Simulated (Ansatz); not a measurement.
For rock-salt LiCl, PBE in Ansatz (plane waves, PAW) gives:

- elastic constant C11 = 51.6 GPa
- elastic constant C44 = 24.9 GPa
- polycrystal shear modulus = 20.3 GPa

Problem. What does r²SCANh (Ansatz, a program for electronic structure, PAW) give for the same quantities?

Solution. 
- elastic constant C11: 61.4 GPa (rises by 19 %)
- elastic constant C44: 27.8 GPa (rises by 12 %)
- Voigt–Reuss–Hill shear modulus: 24.2 GPa (grows by 19 %)

For comparison: elastic constant C11 58.6 GPa (measured, 4 K, zero-point motion not removed; as tabulated in Harker's crystal data pages); elastic constant C44 26.7 GPa (measured, 4 K, zero-point motion not removed; as tabulated in Harker's crystal data pages).

Changes are worked out from the printed values.

Unless a cell is named, each level is at its own relaxed cell (PBE 17.08, r²SCANh 16.62 Å³/atom).

Ansatz's density-functional and Hartree–Fock values are scalar-relativistic unless marked +SOC, with PAW data made under PBE.
